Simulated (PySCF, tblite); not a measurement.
**C2H5Br, a complex of two parts: NMR shifts, interaction energy, infrared bands, spin-spin couplings and core binding energies**

One table from this session's results is given with a row withheld; the runs are named, their logs left out.

Programs: tblite 0.8.0 and PySCF 2.14.0. All values are calculated, for the isolated system unless a continuum is named. Atoms count from 0, parts from 1.

### Starting point

8 atoms, charge 0, multiplicity 1; geometry: rigid parts in contact. Parts: 1 = atoms 0–1, `Br`, charge 0; 2 = atoms 2–7, `C=C`, charge 0.

The first run:

Job settings and geometry (Å):

```
{"job": {"kind": "dock", "xc": "GFN2-xTB", "basis": "xTB"}, "charge": 0, "multiplicity": 1, "parts": [{"atoms": "0-1", "charge": 0, "multiplicity": 1}, {"atoms": "2-7", "charge": 0, "multiplicity": 1}]}
Br     0.700668     0.001111    -0.001563
H     -0.700668    -0.001111     0.001563
C     -2.883551     1.143761    -0.041706
C     -3.009431     2.442479    -0.215127
H     -2.442559     0.726336     0.848676
H     -3.215296     0.434087    -0.781782
H     -3.450862     2.859669    -1.105540
H     -2.677259     3.152419     0.524683
```

Level: GFN2-xTB search for minima from random contacts, gas phase.

Command:

```sh
OMP_NUM_THREADS=1 python cluster_run.py task.json out
```

This one command runs all jobs of the session in turn.

Steps of the session up to this table: Docking the parts with GFN2-xTB; Optimising the geometry at PBE0-D3(BJ)/def2-TZVPD; Nuclear shieldings: PBE0/pcSseg-2; Coupled-cluster interaction energy: CCSD(T) and MP2.

One of the session's tables, all rows but one given; the rest of the session is left out.

It belongs to the step «Coupled-cluster interaction energy: CCSD(T) and MP2». 

| method | interaction energy (kcal/mol) |
| --- | --- |
| HF/aug-cc-pVDZ | 0.11 |
| MP2/aug-cc-pVDZ | -2.54 |
| CCSD/aug-cc-pVDZ | -1.41 |
| CCSD(T)/aug-cc-pVDZ | -1.76 |
| HF/aug-cc-pVQZ | 0.20 |
| MP2/aug-cc-pVQZ | -3.35 |
| SCS-MP2/aug-cc-pVQZ | -2.38 |
| MP2, extrapolated | ? |
| CCSD(T), limit estimate | -2.72 |

**Question.** Estimate the row for MP2, extrapolated.

The run gave: interaction energy (kcal/mol): -3.50. In the column «interaction energy (kcal/mol)» it is the lowest.
